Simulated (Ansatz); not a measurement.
Isomers of C$_{2}$H$_{2}$O$_{2}$S, relaxed with PBE0-D4/def2-TZVP in Ansatz; electronic energies, one conformer each and not always the lowest. Functionals use def2-TZVPP; CBS adds triple-zeta CCSD(T) − MP2 to the MP2 limit of def2-TZVPP and def2-QZVPP.

**Question.** Order them by energy at frozen-core CCSD(T)/CBS, lowest first. (Estimate.)
A. `S=C1OCO1`
B. `O=C1SC1O`
C. `O=C1OCS1`

**Answer.** C (0.0 kcal/mol), B (18.6 kcal/mol), A (19.5 kcal/mol).

**Question.** How do PBE0-D4, MP2/CBS(def2), HF/CBS(def2), ωB97M-V place them (kcal/mol, against `O=C1OCS1`)? (Best estimate.)

**Answer.** Computed: 
```
    isomer  PBE0-D4  MP2/CBS(def2)  HF/CBS(def2)  ωB97M-V
`O=C1SC1O`     18.3           17.1          24.7     20.1
`S=C1OCO1`     19.6           20.0          18.6     19.0
```
